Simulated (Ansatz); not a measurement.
C7H16 can be A, `CC(C)CC(C)C`, or B, `CCC(CC)CC`.

Isolated molecules relaxed with PBE0-D4/def2-TZVP in Ansatz; ΔE leaves out vibrations. CBS: MP2 limit from def2 TZ/QZ plus the TZ coupled-cluster correction, frozen cores. Functionals use def2-TZVPP. Each species was taken in one conformer, which may not be the lowest.

**Question.** Which isomer does CCSD(T)/CBS put lower? Give the gap. (Estimate.)

**Answer.** Ansatz gave: A, by 2.9 kcal/mol.

**Question.** Give E(B) − E(A) in kcal/mol with HF/def2-TZVPP, ωB97M-V, MP2/def2-TZVPP, BLYP-D4, PBE0-D4, LDA (SPW92), CCSD/def2-TZVPP. (Best estimate.)

**Answer.** The calculation gave: HF/def2-TZVPP 2.3, ωB97M-V 2.9, MP2/def2-TZVPP 3.4, BLYP-D4 2.5, PBE0-D4 2.5, LDA (SPW92) 2.8, CCSD/def2-TZVPP 2.8. None reverses the order clearly.

Largest T1 diagnostic: 0.009.

Leaving LDA and LC-ωPBE aside and taking each functional with its dispersion term where it has one, the values, not all of them listed here, spread over 0.6 kcal/mol, from PBE-D4 to r2SCAN-D4. LDA lies +0.8 kcal/mol from PBE without D4.
